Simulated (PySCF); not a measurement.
Species: C4H7FO.
Geometry (GFN2-xTB, Å), atoms numbered from 1 in this order:
```
atom  x, y, z in Å
C1    -1.018   -0.912   -0.337
C2     0.051    0.179   -0.334
C3     1.350   -0.279    0.323
F4     0.321    0.528   -1.655
C5    -0.489    1.417    0.359
O6    -0.742    1.479    1.527
H7    -0.629   -1.807   -0.818
H8    -1.894   -0.572   -0.885
H9    -1.302   -1.141    0.685
H10    2.102    0.504    0.248
H11    1.163   -0.493    1.371
H12    1.722   -1.172   -0.174
H13   -0.639    2.271   -0.326
```

The closed-shell ground state was solved at several levels (PySCF, density fitting, gas phase, non-relativistic).

```json
{"level": "PBE0/def2-SVPD", "basis functions": "182", "total energy (Eh)": "-331.1082", "HOMO (eV)": "-7.79", "LUMO (eV)": "-1.25", "gap (eV)": "6.54", "dipole (D)": "1.45"}
{"level": "B3LYP/pcJ-1", "basis functions": "232", "total energy (Eh)": "-331.7136", "HOMO (eV)": "-7.46", "LUMO (eV)": "-1.37", "gap (eV)": "6.09", "dipole (D)": "1.40"}
```

Task: Estimate the row for PBE0/pcSseg-1, a basis of 137 functions; the other rows only guide the guess.

Result: Total energy -331.2994 Eh, HOMO -7.68 eV, LUMO -1.09 eV, gap 6.59 eV, dipole 1.42 D.

Task: Over all these levels, which gives the widest orbital gap and which the narrowest?

Result: PBE0/pcSseg-1 (global hybrid, 25 % exact exchange) has the widest, 6.59 eV, and B3LYP/pcJ-1 (global hybrid, 20 % exact exchange) the narrowest, 6.09 eV. Functional and basis both differ between the two, so the spread mixes both effects.

Task: How far do the dipole and the HOMO energy spread over the levels?

Result: The dipole runs from 1.40 to 1.45 D (mean 1.43 D) and the HOMO from -7.79 to -7.46 eV.

One conformer stands for the species.
